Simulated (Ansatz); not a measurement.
```tsv
atom	x (Å)	y (Å)	z (Å)
C	0.0000	0.0000	-0.3263
C	0.0000	0.0000	1.1508
F	0.0000	1.2576	-0.7872
F	1.0891	-0.6288	-0.7872
F	-1.0891	-0.6288	-0.7872
N	0.0000	0.0000	2.3297
```

Basis set: pcseg-2 (spherical functions). Charge 0, multiplicity 1.

Computed with Ansatz (development build ahead of 0.2.0); each method stands on the lowest determinant of its kind that the runs found. Restricted functionals stand beside restricted open-shell atoms, which can lie above the unrestricted atoms usual in DFT and then raise those values.

The atomization energy at this shape (free ground-state atoms in the same class of orbitals less the molecule, no zero-point energy) of singlet C2F3N:

```json
{"method": "r²SCAN (restricted)", "atomization energy": "2735.5 kJ/mol"}
{"method": "PBE0 (restricted)", "atomization energy": "2720.8 kJ/mol"}
```

(1) What does r²SCAN (unrestricted) give?

Results:

(1) 2689.0 kJ/mol.

The shape needn't be a minimum at these levels.
